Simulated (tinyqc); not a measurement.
UHF in the sto-3g basis, for CH2, spin multiplicity 3, step by step. One step of it, computed by the program tinyqc.

Question. Iteration 2: DIIS coefficients. Solve [B -1; -1 0][c; lambda] = [0; -1] for the coefficients, which sum to one.

B (overlaps of the stored error matrices):
```
,1,2
1,9.6454996e-02,-8.9970682e-02
2,-8.9970682e-02,4.9992725e-01
```

Give: DIIS coefficients.

Answer.

DIIS coefficients: 0.760  0.240
